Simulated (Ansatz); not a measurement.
# NH4O (doublet): the correlation ladder at distance N1–H4 along a hydrogen transfer = 1.542 Å, cc-pVDZ

How much of the correlation energy of NH4O (doublet) does each wave-function method recover here?

Program: Ansatz 0.2.0, Gaussian basis. Level of theory: cc-pVDZ, core rule «outside noble gas», up to 2 orbitals frozen. These are calculated values, not measurements.

Plan: UHF; CCSD(T) on ROHF; CCSD(T) on UHF; BCCD(T) on ROHF; CISD; CCSDT(Q) on ROHF; CCSDT(Q) on UHF; CASSCF and MRCISD+Q, 3 electrons in 3 orbitals; CASSCF and NEVPT2, 3 electrons in 3 orbitals.

## (1) The system

The geometry derives from fragments relaxed apart (PBE0/def2-TZVP) and kept rigid, so it is no stationary point. A hydrogen atom is moved between rigid fragments.

6 atoms, charge 0, spin multiplicity 2.

Atoms are counted from 1 here; the program's logs count them from 0.

Bond lengths: N1–H2 1.012 Å, N1–H3 1.012 Å, H4–O5 0.990 Å, O5–H6 0.973 Å. Angles: H2–N1–H3 107.1°, H4–O5–H6 105.0°.

## (2) UHF

in.yaml

```yaml
crystal:
  periodic: [false, false, false]
  atoms:
    - {symbol: N, position_ang: [-1.300652, 0.011087, -0.026067]}
    - {symbol: H, position_ang: [-1.597932, 0.978921, -0.026067]}
    - {symbol: H, position_ang: [-1.597931, -0.391211, 0.854193]}
    - {symbol: H, position_ang: [0.241348, 0.011087, -0.026067]}
    - {symbol: O, position_ang: [1.231348, 0.011087, -0.026067]}
    - {symbol: H, position_ang: [1.483207, -0.928863, -0.026067]}
basis:
  gaussian: {orbitals: cc-pVDZ}
magnetization: {spin_polarized: true, initial_magnetization: 1}
hamiltonian: {xc: hf}
output: {orbitals: {seedname: orbitals}}
```

Command:

```
> ansatz run in.yaml --threads 1 --pin off --events-out ev --progress --plain --max-ram 2816MiB --backend cpu
```

The runs that follow: CCSD(T) on ROHF; CCSD(T) on UHF; BCCD(T) on ROHF; CISD; CCSDT(Q) on ROHF; CCSDT(Q) on UHF; CASSCF and MRCISD+Q, 3 electrons in 3 orbitals; CASSCF and NEVPT2, 3 electrons in 3 orbitals.

Q: Predict the results of all the runs planned. Wanted: UCCSDT(Q) below the RHF energy; RMP2 from UCCSDT(Q); UMP2 from UCCSDT(Q); RCCSD from UCCSDT(Q); RCCSD(T) from UCCSDT(Q); UCCSD(T) from UCCSDT(Q); RCCSDT(Q) from UCCSDT(Q); NEVPT2 pair from UCCSDT(Q); MRCISD+Q pair from UCCSDT(Q).

As calculated:

| quantity | value |
| --- | --- |
| UCCSDT(Q) below the RHF energy | -10.6948 eV |
| RMP2 from UCCSDT(Q) | +93.1 kJ/mol |
| UMP2 from UCCSDT(Q) | +93.4 kJ/mol |
| RCCSD from UCCSDT(Q) | +21.2 kJ/mol |
| RCCSD(T) from UCCSDT(Q) | +3.5 kJ/mol |
| UCCSD(T) from UCCSDT(Q) | +3.5 kJ/mol |
| RCCSDT(Q) from UCCSDT(Q) | +0.1 kJ/mol |
| NEVPT2 pair from UCCSDT(Q) | +91.9 kJ/mol |
| MRCISD+Q pair from UCCSDT(Q) | +11.9 kJ/mol |
| levels within 1 kcal/mol (43 meV) | RCCSD(T), UCCSD(T), BCCD(T), RCCSDT, UCCSDT, RCCSDT(Q) |
| T1 diagnostic | 0.016 |

RCCSD(T) lands +3.5 kJ/mol from the yardstick (0.3 % of the correlation energy). Of the multireference levels listed MRCISD+Q pair comes nearest in total energy (+11.9 kJ/mol), which doesn't show that its space is the better one. These misses are within one basis, not against nature; the frozen cores of restricted and unrestricted runs differ, which can shift their rows.
